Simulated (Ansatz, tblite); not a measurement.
# BBr3: charged states by level of theory

An exercise on one series of results from a longer session: the logs are not shown, and one member is left open.

Method: as each input shows; program: Ansatz 0.2.0, Gaussian basis.

Levels to be run: charge +1 doublet, at the geometry of the singlet (PBE0-D4/def2-TZVP, PBE-D4/def2-TZVP, r2SCAN-D4/def2-TZVP, r2SCANh-D4/def2-TZVP, ωB97M-V/def2-TZVP, BLYP-D4/def2-TZVP, r2SCAN0-D4/def2-TZVP, HF/def2-TZVP); the starting singlet's energies come from earlier runs.

### The relaxed structure

The geometry is that of the singlet, from an earlier relaxation (PBE0-D4/def2-SVP).

4 atoms, charge 0, spin multiplicity 1.

Atoms are counted from 1 here; the program's logs count them from 0.

Bond lengths: B1–Br2 1.899 Å, B1–Br3 1.899 Å, B1–Br4 1.899 Å. Angles: Br2–B1–Br3 120.0°, Br2–B1–Br4 120.0°, Br3–B1–Br4 120.0°.

Set-up of the first run:

File in.yaml:

```yaml
crystal:
  periodic: [false, false, false]
  atoms:
    - {symbol: B, position_ang: [-0.000017, 0.000009, 0.001485]}
    - {symbol: Br, position_ang: [1.898831, -0.027600, 0.013840]}
    - {symbol: Br, position_ang: [-0.925420, 1.658216, -0.016440]}
    - {symbol: Br, position_ang: [-0.973395, -1.630615, 0.001115]}
basis:
  gaussian: {orbitals: def2-SVP}
total_charge: 1
magnetization: {spin_polarized: true, initial_magnetization: 1}
hamiltonian: {xc: pbe0, dispersion: d4}
output: {orbitals: {seedname: orbitals}}
```

On the command line:

```console
$ ansatz run in.yaml --threads 2 --pin off --events-out ev --progress --plain --max-ram 4352MiB
```

Among the steps run: Charge +1 doublet at the fixed geometry, first pass, PBE0-D4/def2-SVP; Charge +1 doublet at the fixed geometry, PBE0-D4/def2-TZVP; Charge +1 doublet at the fixed geometry, PBE-D4/def2-TZVP; Charge +1 doublet at the fixed geometry, r2SCAN-D4/def2-TZVP; Charge +1 doublet at the fixed geometry, r2SCANh-D4/def2-TZVP; Charge +1 doublet at the fixed geometry, ωB97M-V/def2-TZVP; Charge +1 doublet at the fixed geometry, BLYP-D4/def2-TZVP; Charge +1 doublet at the fixed geometry, r2SCAN0-D4/def2-TZVP; Charge +1 doublet at the fixed geometry, HF/def2-TZVP.

One table of the session follows, with a row left open; its other results are not shown here.

It belongs to the step «Vertical ionisation energy». Beside −ε(HOMO) of the starting state:

| level | −ε(HOMO) (eV) | by difference (eV) | mismatch (eV) |
| --- | --- | --- | --- |
| PBE-D4/def2-TZVP | 7.01 | 9.83 | -2.82 |
| BLYP-D4/def2-TZVP | 6.82 | 9.66 | -2.84 |
| r2SCAN-D4/def2-TZVP | 7.35 | 10.11 | -2.76 |
| r2SCANh-D4/def2-TZVP | 7.82 | 10.26 | -2.44 |
| PBE0-D4/def2-TZVP | 8.31 | 10.32 | -2.01 |
| r2SCAN0-D4/def2-TZVP | ? | ? | ? |
| ωB97M-V/def2-TZVP | 10.50 | 10.69 | -0.19 |

Estimate the missing values for r2SCAN0-D4/def2-TZVP.

Worked estimate for «−ε(HOMO) (eV)». Against the share of exact exchange, r2SCAN-D4/def2-TZVP (0, 7.35), r2SCANh-D4/def2-TZVP (0.1, 7.82) give a slope of 4.70 per unit share; at 0.25 the line stands at 8.52.

**Answer.** −ε(HOMO) (eV): 8.53; by difference (eV): 10.49; mismatch (eV): -1.96. In «−ε(HOMO) (eV)» the line misses by -0.01.
